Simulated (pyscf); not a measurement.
PySCF, gas phase, ωB97X-D3(BJ)/def2-SVP geometries.

Q: Estimate the classical barrier height and the reaction energy of H₂N–Ge(F)(F)–F + H• → F–Ge•(F)–F + NH₃ at ωB97M-D3(BJ)/def2-TZVP. The step runs on the doublet surface, breaks Ge–N and forms H–N; take the separated reactants as zero.

A: ΔE‡ = 50.2 kJ/mol, ΔE = -79.4 kJ/mol. Zero-point energy shifts the barrier by +8.5 kJ/mol. It is a substitution at N, with an imaginary mode of 1528i cm⁻¹. On the product side the descent ends in an adduct with a Ge–N contact, 75.2 kJ/mol under the separated species and 196.4 kJ/mol under the saddle at ωB97X-D3(BJ)/def2-TZVP. What is counted as broken (Ge–N) persists as a longer contact in the product adduct; parting that adduct is a step of its own. At ωB97X-D3(BJ)/def2-TZVP the barrier from the zero used here is 59.3 kJ/mol. Abstraction by the radical was not located in this set and often lies lower. This is the saddle that the search found; another between the same sides may lie lower. The angle at the attacked N is 138°. Elements up to Kr have no core potential and no relativistic terms here.
